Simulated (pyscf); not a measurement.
Optimised with ωB97X-D3(BJ)/def2-SVP in PySCF. MP2 and CC: frozen core, UHF for open shells. ΔMP2 is the change of the MP2 total energy from the triple- to the quadruple-zeta basis.

Problem. PBE/def2-TZVP puts the barrier of H₂N–AlH₂ + methyl (CH₃•) → [H₂N–AlH]• + methane (CH₄) (hydrogen abstraction; doublet surface; Al–H broken, C–H formed) at 0.05 eV and the reaction energy at -1.15 eV, from the separated reactants. What do M06-2X/def2-TZVP, ωB97M-D3(BJ)/def2-TZVP, CCSD(T)/def2-TZVPP + ΔMP2(QZVPP) give on the same structures?

Solution. M06-2X: ΔE‡ = 0.27 eV, ΔE = -1.12 eV; ωB97M-D3(BJ): ΔE‡ = 0.33 eV, ΔE = -0.92 eV; CCSD(T): ΔE‡ = 0.36 eV, ΔE = -0.97 eV. PBE's barrier lies under all of them, by 0.22 to 0.31 eV. Its reaction energy lies under all of them, by 0.03 to 0.23 eV. This is the saddle that the search found; another between the same sides may lie lower. The angle at the transferred H is 177°. The CCSD(T) − MP2 part came from Ansatz, without density fitting, on the same reference.
